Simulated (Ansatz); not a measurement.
Relaxation of Al₂H₅S (8 atoms, charge 1, multiplicity 1), to a largest force component of 0.02 eV/Å in at most 50 steps.

These are results of RKS PBE0-D4/def2-SVP in Ansatz 0.2.0, not measurements.

```xyz
8
Properties=species:S:1:pos:R:3
Al -1.572 1.312 -1.057
S -0.055 -0.094 -0.058
Al 1.326 -1.639 0.929
H -2.802 0.728 -1.737
H -1.055 2.731 -0.863
H 0.705 0.945 0.374
H 2.455 -0.863 1.595
H 0.999 -3.121 0.817
```

Where does it end, and by what steps?

The forces met the threshold. Limits of this set-up: the dipole of an ion depends on the origin. After 8 steps the energy has fallen by 0.378 eV; H8 moved furthest, 1.07 Å.

| step | energy less start (eV) | largest force component (eV/Å) | accepted |
| --- | --- | --- | --- |
| 0 | 0.0000 | 0.583 | yes |
| 1 | -0.1796 | 0.190 | yes |
| 2 | -0.2548 | 0.201 | yes |
| 3 | -0.3047 | 0.086 | yes |
| 4 | -0.3411 | 0.056 | yes |
| 5 | -0.3513 | 0.162 | yes |
| 6 | -0.3735 | 0.037 | yes |
| 7 | -0.3760 | 0.093 | yes |
| 8 | -0.3781 | 0.013 | yes |

```xyz
8
Properties=species:S:1:pos:R:3
Al -1.494 1.112 -0.928
S 0.651 0.403 -0.349
Al 1.106 -1.538 0.861
H -2.313 -0.146 -1.367
H -1.594 2.664 -0.759
H 1.234 1.426 0.318
H 2.252 -1.256 1.888
H 0.158 -2.665 0.335
```

Run time: 15 s on 1 thread of AMD EPYC 9R14 (Zen 4), with other jobs on the host, peak memory 0.17 GiB.
